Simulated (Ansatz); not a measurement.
Two isomers of C3H5FO2: A = `OC1(O)CC1F`, B = `COC1(F)CO1`.

Program: Ansatz. Geometries: PBE0-D4/def2-TZVP. ΔE: electronic, gas phase. CCSD(T)/CBS adds triple-zeta CCSD(T) − MP2 to the extrapolated MP2 energy (def2 sets, frozen cores). Functionals use def2-TZVPP. B3LYP here is the variant with VWN-RPA as its local correlation; programs differ in this. One conformer a species, not always the lowest.

A:

Z-matrix (Å, degrees):
```
C
O 1 1.381
C 1 1.498 2 120.0
O 1 1.375 2 115.6 3 145.3
C 1 1.484 2 114.9 3 -69.1
H 2 0.964 1 107.9 3 -78.5
H 3 1.083 1 115.8 2 150.4
H 3 1.082 1 119.1 2 3.2
H 4 0.964 1 108.3 2 72.8
F 5 1.359 1 118.1 2 -140.3
H 5 1.084 1 119.1 2 2.4
```

B:

```xyz
11

C     0.685    1.279    0.980
O    -0.280    0.241    0.839
C    -0.024   -0.606   -0.171
F     1.085   -1.350    0.062
C    -1.072   -1.145   -1.002
O    -0.113   -0.157   -1.468
H     0.327    1.920    1.782
H     1.662    0.869    1.248
H     0.764    1.856    0.055
H    -2.086   -0.776   -0.888
H    -0.947   -2.132   -1.437
```

(1) Which is lower in electronic energy at CCSD(T)/CBS, and by how much? (An estimate is asked.)

(2) Give E(B) − E(A) in kJ/mol with CCSD(T)/def2-TZVPP, PBE0-D4, B3LYP-D4, r2SCAN-D4, HF/def2-TZVPP, PBE-D4, B3LYP. (An estimate is asked.)

Largest T1 diagnostic: 0.012.

## Answers

(1) Ansatz gave: A, by 23.7 kJ/mol.

(2) The calculation gave: CCSD(T)/def2-TZVPP 18.5, PBE0-D4 24.4, B3LYP-D4 16.7, r2SCAN-D4 15.9, HF/def2-TZVPP 10.6, PBE-D4 19.4, B3LYP 15.3. None reverses the order clearly.

From PBE to PBE0 (25 % exact exchange), in def2-TZVPP and without D4, E(B) − E(A) moves by +5.2 kJ/mol. In def2-TZVPP, CCSD(T) changes the Hartree–Fock value by +7.9 kJ/mol (the triples alone add −1.7 kJ/mol) and MP2 by +12.4 kJ/mol.
